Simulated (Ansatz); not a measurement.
# AlH₄+ (singlet): from Hartree-Fock to the top rungs at a displaced geometry (v2), cc-pVTZ

One table from this session's results is given with a row withheld; the runs are named, their logs left out.

The runs use Ansatz 0.2.0, Gaussian basis; cc-pVTZ, core rule «outside noble gas», up to 5 orbitals frozen.

The runs, in order: UHF; CCSD(T) on RHF; BCCD(T) on RHF; CCSDT(Q) on RHF.

12 further runs of the same task are left out: 3 for a known fault of the program, 3 that didn't finish, 6 set aside as unsound or not needed.

### What is computed

The geometry is a PBE0/def2-TZVP stationary point (not a proven minimum) with its atoms shifted at random (size 0.100 Å).

5 atoms, charge 1, spin multiplicity 1.

Atoms are counted from 1 here; the program's logs count them from 0.

Bond lengths: Al1–H4 1.471 Å, Al1–H5 1.666 Å, H2–H3 0.741 Å. Angles: H4–Al1–H5 161.7°.

As a file:

```
Al    0.01191    0.00629   -0.11717
H    -0.15296   -0.37013    1.93548
H    -0.07634    0.36703    1.92729
H     0.00676    1.46390   -0.31169
H    -0.09629   -1.62910   -0.41458
```

The first run:

File in.yaml:

```yaml
crystal:
  periodic: [false, false, false]
  atoms:
    - {symbol: Al, position_ang: [0.011911, 0.006287, -0.117169]}
    - {symbol: H, position_ang: [-0.152964, -0.370132, 1.935475]}
    - {symbol: H, position_ang: [-0.076343, 0.367030, 1.927294]}
    - {symbol: H, position_ang: [0.006763, 1.463903, -0.311693]}
    - {symbol: H, position_ang: [-0.096291, -1.629101, -0.414577]}
basis:
  gaussian: {orbitals: cc-pVTZ}
total_charge: 1
magnetization: {spin_polarized: true, initial_magnetization: 0}
hamiltonian: {xc: hf}
output: {orbitals: {seedname: orbitals}}
```

Launch:

```sh
$ ansatz run in.yaml --threads 1 --pin off --events-out ev --progress --plain --max-ram 2393MiB
```

Steps of the session up to this table: UHF; CCSD(T) on RHF; BCCD(T) on RHF; CCSDT(Q) on RHF.

One table of the session follows, with a row left open; its other results are not shown here.

It belongs to the step «Misses and costs». 

| method | from RCCSDT(Q) (meV) |
| --- | --- |
| RHF | +3316.2 |
| RMP2 | +705.1 |
| RCCSD | ? |
| RCCSD(T) | +9.6 |
| BCCD(T) | +9.4 |
| RCCSDT | +0.9 |
| RCCSDT(Q) | 0 |

**Question.** Estimate the row for RCCSD.

**Answer.** from RCCSDT(Q) (meV): +42.4. In the column «from RCCSDT(Q) (meV)» it lies between RCCSD(T) (+9.6) and RMP2 (+705.1).
